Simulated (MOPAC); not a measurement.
MOPAC input (PM7):

```
PM7 1SCF GEO-OK AUX(PRECISION=9) THREADS=1
C4H4O

O     0.00698159 1   -0.00938093 1    1.15639185 1
C     0.01002135 1    1.09121187 1    0.35485194 1
C    -0.00584318 1   -1.09682594 1    0.33719784 1
C    -0.00057460 1    0.72400222 1   -0.94957313 1
C    -0.01096108 1   -0.70850213 1   -0.96113124 1
H     0.01993172 1    2.04136423 1    0.85814072 1
H    -0.00976940 1   -2.05501900 1    0.82508919 1
H    -0.00100663 1    1.38402074 1   -1.80017025 1
H    -0.02086345 1   -1.35463467 1   -1.82226699 1
```

From the last part of the output:

```
                                                       MOPAC v23.2.5 Linux

          FINAL HEAT OF FORMATION =         -4.29298 KCAL/MOL =     -17.96182 KJ/MOL

          COSMO AREA              =        100.45 SQUARE ANGSTROMS
          COSMO VOLUME            =         85.93 CUBIC ANGSTROMS

          IONIZATION POTENTIAL    =          9.584889 EV
          HOMO LUMO ENERGIES (EV) =         -9.585  0.529
          NO. OF FILLED LEVELS    =         13
          MOLECULAR WEIGHT        =         68.0750         POINT GROUP:  C2v

          MOLECULAR DIMENSIONS (Angstroms)

            Atom       Atom       Distance
            H     9    H     6     4.32655
            H     8    H     7     4.19138
            C     3    H     8     0.00000

          SCF CALCULATIONS        =          1

   ATOM   CHEMICAL          X               Y               Z
  NUMBER   SYMBOL      (ANGSTROMS)     (ANGSTROMS)     (ANGSTROMS)

     1       O          0.00698159  *  -0.00938093  *   1.15639185  *
     2       C          0.01002135  *   1.09121187  *   0.35485194  *
     3       C         -0.00584318  *  -1.09682594  *   0.33719784  *
     4       C         -0.00057460  *   0.72400222  *  -0.94957313  *
     5       C         -0.01096108  *  -0.70850213  *  -0.96113124  *
     6       H          0.01993172  *   2.04136423  *   0.85814072  *
     7       H         -0.00976940  *  -2.05501900  *   0.82508919  *
     8       H         -0.00100663  *   1.38402074  *  -1.80017025  *
     9       H         -0.02086345  *  -1.35463467  *  -1.82226699  *

                             CARTESIAN COORDINATES

   1    O        0.006981590    -0.009380930     1.156391850
   2    C        0.010021350     1.091211870     0.354851940
   3    C       -0.005843180    -1.096825940     0.337197840
   4    C       -0.000574600     0.724002220    -0.949573130
   5    C       -0.010961080    -0.708502130    -0.961131240
   6    H        0.019931720     2.041364230     0.858140720
   7    H       -0.009769400    -2.055019000     0.825089190
   8    H       -0.001006630     1.384020740    -1.800170250
   9    H       -0.020863450    -1.354634670    -1.822266990

           Empirical Formula: C4 H4 O  =     9 atoms

      MOLECULAR POINT GROUP   :   C2v

                  EIGENVALUES
 -32.96380 -27.78230 -25.17424 -20.46168 -20.37722 -18.03559 -15.39107 -14.93323
 -13.74699 -13.59376 -13.32537 -10.67003  -9.58489   0.52911   1.38489   1.92773
   3.78829   4.77023   4.88412   5.33709   5.55938   5.96056   6.10491   6.14809

              NET ATOMIC CHARGES AND DIPOLE CONTRIBUTIONS

  ATOM NO.   TYPE          CHARGE      No. of ELECS.   s-Pop       p-Pop
    1          O          -0.163372        6.1634     1.86054     4.30283
    2          C          -0.029996        4.0300     1.11572     2.91428
    3          C          -0.029996        4.0300     1.11572     2.91428
    4          C          -0.231998        4.2320     1.08016     3.15183
    5          C          -0.231998        4.2320     1.08016     3.15183
    6          H           0.173987        0.8260     0.82601
    7          H           0.173987        0.8260     0.82601
    8          H           0.169693        0.8303     0.83031
    9          H           0.169693        0.8303     0.83031
 DIPOLE           X         Y         Z       TOTAL
 POINT-CHG.    -0.003     0.003    -0.424     0.424
 HYBRID         0.002    -0.003     0.352     0.352
 SUM           -0.000     0.001    -0.072     0.072

          ATOMIC ORBITAL ELECTRON POPULATIONS

     Atom    s        px        py        pz
    1  O   1.86054   1.70479   1.22363   1.37441
    2  C   1.11572   1.05450   0.91497   0.94481
    3  C   1.11572   1.05448   0.91891   0.94089
    4  C   1.08016   1.09307   1.01429   1.04447
    5  C   1.08016   1.09308   1.01279   1.04597
    6  H   0.82601
    7  H   0.82601
    8  H   0.83031
    9  H   0.83031

 **********************
 *                    *
 * JOB ENDED NORMALLY *
 *                    *
 **********************

 == MOPAC DONE ==
```
